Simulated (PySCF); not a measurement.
# The bond of LiSi+, level by level

One table from this session's results is given with a row withheld; the runs are named, their logs left out.

The runs use PySCF 2.14.0; Li 6-31G(d,p), Si 6-31G(d,p), no relativity.

The first run:

A driver script around PySCF takes these settings:

```yaml
atoms: Li, Si
charge: 1
basis: Li 6-31G(d,p), Si 6-31G(d,p)
Hamiltonian: no relativity
basis_functions: 32
electrons_treated: 16
masses_in_u: 7.0160, 27.9769
levels: PBE0, PBE, r²SCAN, B97-3, BHandHLYP, r²SCANh, HF, MP2, SCS-MP2, CCSD, CCSD(T)
grid: 80 radial by 434 angular points
occupations: held fixed by the projection of orbital angular momentum
dissociation_limit: Li+ + Si, each in its ground configuration
starting_distance_in_angstrom: 2.500
values_of_2S_to_try: 0, 2
```

Launch:

```console
$ OMP_NUM_THREADS=1 python dia.py task.json out
```

Steps of the session up to this table: Input; The PBE0 curve of the state that the search chose; Other states along the same grid; PBE (GGA); r²SCAN (meta-GGA); B97-3 (global hybrid GGA); BHandHLYP (global hybrid GGA); r²SCANh (hybrid meta-GGA); UHF (mean field); Adding correlation.

One of the session's tables, all rows but one given; the rest of the session is left out.

It belongs to the step «The curves together». Energy (eV) from each level's lowest point:

| R (Å) | UHF | UHF-MP2 | UHF-SCS-MP2 | UHF-CCSD | UHF-CCSD(T) |
| --- | --- | --- | --- | --- | --- |
| 2.412 | 0.192 | 0.165 | 0.167 | n/a | n/a |
| 2.525 | 0.090 | 0.071 | 0.072 | 0.064 | 0.063 |
| 2.637 | 0.031 | 0.020 | 0.021 | 0.016 | 0.016 |
| 2.721 | ? | ? | ? | ? | ? |
| 2.805 | 0.000 | 0.000 | 0.000 | 0.000 | 0.000 |
| 2.889 | 0.002 | 0.008 | 0.007 | 0.010 | 0.010 |
| 3.001 | 0.018 | 0.031 | 0.030 | 0.035 | 0.035 |
| 3.142 | 0.053 | 0.073 | 0.071 | 0.079 | 0.080 |
| 3.310 | 0.107 | 0.134 | 0.133 | 0.143 | 0.145 |
| 3.534 | 0.188 | 0.223 | 0.221 | n/a | n/a |

**Question.** Estimate the row for R (Å) = 2.721.

Worked estimate for «UHF». A straight line through the neighbours (2.637, 0.031) and (2.805, 0.000) gives 0.031 + (0.000 − 0.031) × (2.721 − 2.637) / (2.805 − 2.637) = 0.016; a parabola fitted to 4 rows on both sides gives 0.008.

The run gave: UHF: 0.009; UHF-MP2: 0.003; UHF-SCS-MP2: 0.003; UHF-CCSD: 0.001; UHF-CCSD(T): 0.001. In «UHF» the line misses by +0.007 and the parabola by -0.001.
